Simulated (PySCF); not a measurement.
We consider diamond-structure Si, described by Hartree–Fock (GTH pseudopotentials, Gaussian basis; PySCF).

Cell (relaxed at this level):

```
CELL_PARAMETERS angstrom
      0.00000     2.74267     2.74267
      2.74267     0.00000     2.74267
      2.74267     2.74267     0.00000
ATOMIC_POSITIONS crystal
  Si 0.00000 0.00000 0.00000
  Si 0.25000 0.25000 0.25000
```

**Question.** Predict the bulk modulus, cohesive energy and pressure derivative B′ of the bulk modulus.

**Answer.** 
- bulk modulus = 104 GPa ± 3
- cohesive energy = 3.05 eV/atom ± 0.1
- pressure derivative B′ of the bulk modulus = 3.9

Measured, for comparison: bulk modulus 101 GPa (0 K value with zero-point phonon effects removed; as tabulated in Sun et al. (2011), doi:10.1103/physrevb.84.035117); cohesive energy 4.68 ± 0.08 eV/atom (from 0 K enthalpies of formation; zero-point vibration energy (9/8 kB θD) added; as tabulated in Csonka et al. (2009), arXiv:0903.4037). Computed (rounded) less measured: bulk modulus +3 %, cohesive energy -1.63 eV/atom.

A ± is a rough bar: the spread of an extrapolation, a floor set from checks against published values, or a statistical error.

Computed values are for the static lattice.

It cost roughly 5 core-hours of CPU time.
